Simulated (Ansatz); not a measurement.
Consider the substitution at a C–N bond: `C#CN(C)CN` + `C=C=N` → `C#CN=C=C` + `CNCN`.

Isolated molecules relaxed with PBE0-D4/def2-TZVP in Ansatz; ΔE leaves out vibrations. CCSD(T)/CBS is the MP2 limit (def2-TZVPP, def2-QZVPP) plus CCSD(T) − MP2 in def2-TZVPP, frozen cores. This one scheme is used for every species. DFT in def2-TZVPP. B3LYP here is the variant with VWN-RPA as its local correlation; programs differ in this. One conformer a species, not always the lowest.

`C#CN(C)CN`:

Cartesian coordinates in Å:
```
C 1.846 -0.356 1.558
C 0.958 -0.399 0.745
N -0.050 -0.438 -0.132
C 0.213 -1.126 -1.382
C -0.821 0.814 -0.264
N -1.308 1.351 0.962
H 2.620 -0.348 2.287
H 0.873 -0.552 -2.047
H 0.682 -2.087 -1.174
H -0.734 -1.303 -1.895
H -0.207 1.578 -0.761
H -1.661 0.578 -0.923
H -0.543 1.620 1.568
H -1.868 0.668 1.457
```

`C=C=N`:

```xyz
6

C     0.719   -0.640   -0.119
C    -0.226    0.260   -0.096
N    -1.080    1.122   -0.186
H     1.730   -0.376    0.161
H     0.495   -1.658   -0.408
H    -1.638    1.291    0.648
```

`C#CN=C=C`:

Cartesian coordinates in Å:
```
C 0.523 -2.498 -0.615
C 0.236 -1.332 -0.666
N -0.094 -0.062 -0.858
C -0.212 0.853 -0.059
C -0.369 1.900 0.696
H 0.780 -3.527 -0.541
H 0.470 2.551 0.907
H -1.334 2.116 1.136
```

`CNCN`:

Cartesian coordinates in Å:
```
C -0.016 0.113 -1.439
N 0.825 0.197 -0.265
C 0.251 -0.422 0.918
N -0.801 0.337 1.543
H -0.919 0.711 -1.294
H 0.507 0.529 -2.302
H -0.332 -0.914 -1.687
H 1.730 -0.215 -0.456
H -0.158 -1.424 0.705
H 1.063 -0.549 1.639
H -1.642 0.335 0.981
H -0.510 1.301 1.655
```

```tsv
level	ΔE (kcal/mol)	difference from CCSD(T)/CBS
PBE-D4	5.4	-2.0
PBE0-D4	6.5	-0.9
B3LYP-D4	6.1	-1.3
PBE	4.6	-2.8
B3LYP	5.0	-2.4
CCSD/def2-TZVPP	7.7	0.3
MP2/def2-QZVPP	7.6	0.2
SCS-MP2/def2-QZVPP	7.3	-0.1
HF/CBS(def2)	7.5	0.1
CCSD/CBS(def2)	7.5	0.1
CCSD(T)/CBS	7.4	0
```

Largest T1 diagnostic among the species: 0.015.

From PBE to PBE0 (25 % exact exchange), in def2-TZVPP and without D4, ΔE moves by +1.2 kcal/mol. The D4 term adds +1.2 kcal/mol with B3LYP and +0.7 kcal/mol with PBE0; it sums over pairs of atoms, weighted by their polarisabilities, and B3LYP, whose exchange is more repulsive, gets the larger term.
